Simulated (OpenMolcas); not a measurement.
# One shape, several levels: [SiH3]+ (SMILES [SiH3+])

We compute a comparison of 6 runs (HF/3-21G, B3LYP/3-21G, M06-2X/3-21G, UPBE/3-21G, r2SCAN/3-21G, CISD/3-21G) of [SiH3]+. 

Program for the calculation: OpenMolcas 26.06.

2 further runs of the same task are left out: 2 set aside as unsound or not needed.

**1. Starting point**

[SiH3]+: 4 atoms, total charge +1, spin state singlet. SMILES: `[SiH3+]`. The Si1–H4 distance was set to 2.208 Å, away from the relaxed value. At this shape a bond of the SMILES string is far longer than usual.

Bond lengths: Si1–H2 1.472 Å, Si1–H3 1.472 Å. Angles: H2–Si1–H3 120.0°. A long bond or contact: Si1–H4 2.208 Å.

**2. The energy at HF/3-21G (run 1)**

File mol.xyz:

```xyz
4

Si     0.284245    -0.395843     0.551540
H      0.971145     0.279557     1.664540
H      0.165845    -1.863043     0.541640
H     -0.568500     0.791700    -1.103100
```

File run.inp:

```
* H3Si Hartree-Fock
>>> EXPORT MOLCAS_PRINT=2

&GATEWAY
 BasLib=$CurrDir
 Coord=mol.xyz
 Basis=3-21G
 Group=NoSym

&SEWARD

&SCF
 Charge=1
 Thresholds=1e-10 1e-07 1e-07 1e-05
 PrOrbitals=1 1
```

The basis set 3-21G is read from a file made from the Basis Set Exchange's data (not shown).

Launch:

```
$ export MOLCAS_MEM=1860
$ pymolcas run.inp > run.log
```

What it wrote:

```text
--- Start Module: gateway ---
[...]
--- Stop Module: gateway /rc=_RC_ALL_IS_WELL_ ---
--- Start Module: seward ---
[...]
      Basis functions           19
--- Stop Module: seward /rc=_RC_ALL_IS_WELL_ ---
--- Start Module: scf ---
[...]
       Convergence after  12 Iterations
[...]
::    Total SCF energy                               -288.7153262178
[...]
      Total spin, S                                     0.0000000000
[...]
      Total electronic charge=   16.000000
      Total            charge=    1.000000
[...]
      Dipole Moment (debye):
      Origin of the operator (angstrom)=    0.2750   -0.3830    0.5336
                   X= -2.1705E-01               Y=  3.0234E-01               Z= -4.2117E-01           Total=  5.6206E-01
      Center of Charge (angstrom)
[...]
--- Stop Module: scf /rc=_RC_ALL_IS_WELL_ ---
[...]
```

Run time: 1.6 s. Hardware: 1 thread of Arm Neoverse V1, shared host; peak memory 0.37 GiB.

**3. A single-point energy at B3LYP/3-21G (run 2)**

mol.xyz is that of step 2.

File run.inp:

```
* H3Si Kohn-Sham DFT
>>> EXPORT MOLCAS_PRINT=2

&GATEWAY
 BasLib=$CurrDir
 Coord=mol.xyz
 Basis=3-21G
 Group=NoSym

&SEWARD
 GridInput
 Grid=UltraFine
 End of Grid

&SCF
 Charge=1
 KSDFT=B3LYP
 Thresholds=1e-10 1e-07 1e-07 1e-05
 PrOrbitals=1 1
```

The basis set 3-21G is read from a file made from the Basis Set Exchange's data (not shown).

Launch:

```
$ export MOLCAS_MEM=1860
$ pymolcas run.inp > run.log
```

What it wrote:

```text
--- Start Module: gateway ---
[...]
--- Stop Module: gateway /rc=_RC_ALL_IS_WELL_ ---
--- Start Module: seward ---
[...]
      Basis functions           19
--- Stop Module: seward /rc=_RC_ALL_IS_WELL_ ---
--- Start Module: scf ---
[...]
       Convergence after  14 Iterations
[...]
::    Total KS-DFT energy                            -289.3300729846
[...]
      Total spin, S                                     0.0000000000
[...]
      Total electronic charge=   16.000000
      Total            charge=    1.000000
[...]
      Dipole Moment (debye):
      Origin of the operator (angstrom)=    0.2750   -0.3830    0.5336
                   X= -1.6975E-01               Y=  2.3644E-01               Z= -3.2938E-01           Total=  4.3955E-01
      Center of Charge (angstrom)
[...]
--- Stop Module: scf /rc=_RC_ALL_IS_WELL_ ---
[...]
```

Wall time 4.8 s (1 thread of Arm Neoverse V1, shared host); peak memory 0.37 GiB.

Runs 3 to 5 aren't shown in full; the table further down has their settings and results.

**4. The energy at CISD/3-21G (run 6)**

mol.xyz is that of step 3.

File run.inp:

```
* H3Si CISD

&GATEWAY
  BasLib
  $CurrDir
  Coord
  mol.xyz
  Basis
  3-21G
  Group
  NoSym

&SEWARD

&SCF
  Charge
  1
  Thresholds
  1e-10 1e-07 1e-07 1e-05
  PrOrbitals
  1 1

&MOTRA
  Frozen
  5

&GUGA
  Electrons
  6
  Spin
  1
  Inactive
  3
  Active
  0
  CIAll
  1

&CPF
  SDCI
```

The basis set 3-21G is read from a file made from the Basis Set Exchange's data (not shown).

Launch:

```
$ export MOLCAS_MEM=1860
$ pymolcas run.inp > run.log
```

What it wrote:

```text
--- Start Module: gateway ---
[...]
--- Stop Module: gateway /rc=_RC_ALL_IS_WELL_ ---
[...]
      Basis functions           19
[...]
       Convergence after  12 Iterations
[...]
::    Total SCF energy                               -288.7153262178
[...]
      Total spin, S                                     0.0000000000
[...]
      *** WARNING: Default frozen orbitals is overwritten by user input.
      *** Default values:   2
[...]
--- Start Module: guga ---
[...]
--- Stop Module: guga /rc=_RC_ALL_IS_WELL_ ---
--- Start Module: cpf ---
[...]
      Active orbitals                            0       0
[...]
      Spin quantum number                      0.0
[...]
     FINAL CI ENERGY          -288.79868836
     FINAL CORRELATION ENERGY   -0.08336214  REFERENCE ENERGY    -288.71532622
[...]
     REL. CI ENERGY           -288.79868836
[...]
      Total electronic charge=   16.000000
      Total            charge=    1.000000
[...]
      Dipole Moment (debye):
      Origin of the operator (angstrom)=    0.2750   -0.3830    0.5336
                   X= -1.2537E-01               Y=  1.7463E-01               Z= -2.4326E-01           Total=  3.2464E-01
      Quadrupole Moment (debye*angstrom):
[...]
--- Stop Module: cpf /rc=_RC_ALL_IS_WELL_ ---
[...]
```

Run time: 1.8 s. Hardware: 1 thread of Arm Neoverse V1, shared host; peak memory 0.37 GiB.

**5. All runs side by side**

```tsv
run	level	integration grid	scramble	energy (Eh)	HOMO energy (eV)	LUMO energy (eV)	HOMO–LUMO gap (eV)	wall time
1	HF/3-21G	–	–	-288.715326	-17.79	-6.81	10.98	1.6 s
2	B3LYP/3-21G	UltraFine	–	-289.330073	-15.34	-10.56	4.78	4.8 s
3	M06-2X/3-21G	UltraFine	–	-289.260256	-16.37	-9.34	7.03	5.1 s
4	UPBE/3-21G	UltraFine	0.25	-289.148685	-14.49	-11.32	3.17	6 s
5	r2SCAN/3-21G	UltraFine	–	-289.252328	-14.78	-11.09	3.69	5.4 s
6	CISD/3-21G	–	–	-288.798688	-17.79	-6.81	10.98	1.8 s
```

**6. Results**

| quantity | value |
| --- | --- |
| run 6: total energy | -288.79869 Eh |
| run 6: HOMO energy (Hartree–Fock orbitals) | -17.79 eV |
| run 6: LUMO energy (Hartree–Fock orbitals) | -6.81 eV |
| run 6: HOMO–LUMO gap (Hartree–Fock orbitals) | 10.98 eV |
| run 6: correlation energy (5 core orbitals frozen) | -83.4 mEh |

What this shows: Over runs 1, 2, 3, 4, 5 the HOMO–LUMO gap runs from 3.17 eV (UPBE/3-21G) to 10.98 eV (HF/3-21G). Totals of different functionals can't be ranked against each other. All runs together took 25 s, the longest 6 s.
